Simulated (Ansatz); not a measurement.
# CH₄ with SiH₄: structure and interaction energy

Aim: relax the pair, then compute its interaction energy with counterpoise at many levels, up to CCSD(T).

Method: PBE0-D4 structure, single points in def2-TZVPPD; program: Ansatz 0.2.0, Gaussian basis.

Levels: PBE-D4, revPBE-D4, BLYP-D4, r2SCAN-D4, B97M-V, PBE0-D4, B3LYP-D4, HSE06-D4, wB97X-V, wB97M-V, B2PLYP, Hartree-Fock, MP2, CCSD, CCSD(T). The reference is CCSD(T) extrapolated to the basis limit.

Cores are frozen in the correlated methods. B3LYP uses VWN-RPA correlation. B2PLYP carries no dispersion term here.

27 further runs of the same task are left out: 27 set aside as unsound or not needed.

## (1) The system as given

The pair, from a GFN2-xTB docking trial: 10 atoms, charge 0, spin multiplicity 1.

Atoms are counted from 1 here; the program's logs count them from 0.

Bond lengths: C1–H2 1.083 Å, C1–H3 1.082 Å, C1–H4 1.082 Å, C1–H5 1.082 Å, Si6–H7 1.460 Å, Si6–H8 1.461 Å, Si6–H9 1.461 Å, Si6–H10 1.462 Å. Angles: H2–C1–H3 109.5°, H2–C1–H4 109.7°, H2–C1–H5 109.3°, H3–C1–H4 109.4°, H3–C1–H5 109.4°, H4–C1–H5 109.5°, H7–Si6–H8 109.7°, H7–Si6–H9 109.8°, H7–Si6–H10 109.4°, H8–Si6–H9 109.5°, H8–Si6–H10 109.3°, H9–Si6–H10 109.2°.

Geometry (Å):

| atom | x (Å) | y (Å) | z (Å) |
| --- | --- | --- | --- |
| C1 | 0.0018 | -0.0453 | -2.0217 |
| H2 | 0.5466 | -0.0499 | -1.0860 |
| H3 | -0.1236 | -1.0617 | -2.3716 |
| H4 | 0.5508 | 0.5249 | -2.7601 |
| H5 | -0.9703 | 0.4050 | -1.8678 |
| Si6 | -0.0035 | 0.0454 | 2.0235 |
| H7 | -0.0984 | 0.2580 | 3.4653 |
| H8 | -0.7619 | 1.0790 | 1.3235 |
| H9 | -0.5396 | -1.2697 | 1.6803 |
| H10 | 1.3981 | 0.1143 | 1.6146 |

Atoms 1 to 5 are fragment A (CH₄), the rest fragment B (SiH₄).

## (2) A first relaxation in a small basis

The input, pre/in.yaml:

```yaml
crystal:
  periodic: [false, false, false]
  atoms:
    - {symbol: C, position_ang: [0.001800, -0.045300, -2.021700]}
    - {symbol: H, position_ang: [0.546600, -0.049900, -1.086000]}
    - {symbol: H, position_ang: [-0.123600, -1.061700, -2.371600]}
    - {symbol: H, position_ang: [0.550800, 0.524900, -2.760100]}
    - {symbol: H, position_ang: [-0.970300, 0.405000, -1.867800]}
    - {symbol: Si, position_ang: [-0.003500, 0.045400, 2.023500]}
    - {symbol: H, position_ang: [-0.098400, 0.258000, 3.465300]}
    - {symbol: H, position_ang: [-0.761900, 1.079000, 1.323500]}
    - {symbol: H, position_ang: [-0.539600, -1.269700, 1.680300]}
    - {symbol: H, position_ang: [1.398100, 0.114300, 1.614600]}
basis:
  gaussian: {orbitals: def2-SVP}
hamiltonian: {xc: pbe, dispersion: d4}
relax: {f_tol: 0.03, max_steps: 250}
```

No record of the launch command was kept for these runs.

After this run come: Relaxation at PBE0-D4; CCSD(T)/def2-TZVPPD; MP2/def2-QZVPPD; Vibrations of the pair.

**Question.** What will these runs give? Wanted: interaction energy, CCSD(T)/CBS; of it Hartree-Fock; D4 term of PBE0-D4; shortest contact; lowest wavenumber.

The runs gave:

| quantity | value |
| --- | --- |
| interaction energy, CCSD(T)/CBS | -3.22 kJ/mol |
| of it Hartree-Fock (basis limit) | +1.93 kJ/mol |
| D4 term of PBE0-D4 | -3.07 kJ/mol |
| shortest contact | H2–H10 2.95 Å |
| lowest wavenumber | 16 cm⁻¹ |

In words: The pair is bound by 3.22 kJ/mol at fixed fragment shapes. Hartree-Fock doesn't bind it at this geometry, so correlation, mostly dispersion, holds it together. wB97X-V is the best functional here (-0.05 kJ/mol from CCSD(T)/CBS); B2PLYP is the worst (+3.15 kJ/mol). By rung, the mean size of the error is: GGA 0.62, meta-GGA 0.28, hybrid 0.30, screened hybrid 0.51, range-separated hybrid 0.16, double hybrid 3.15 kJ/mol. PBE-D4 gives an interaction energy 0.93 kJ/mol too low, an error of 29 % of the reference. CCSD(T) moves by -0.51 kJ/mol from triple zeta to the limit; gaps between functionals far smaller than that don't rank them. A lower arrangement may exist.
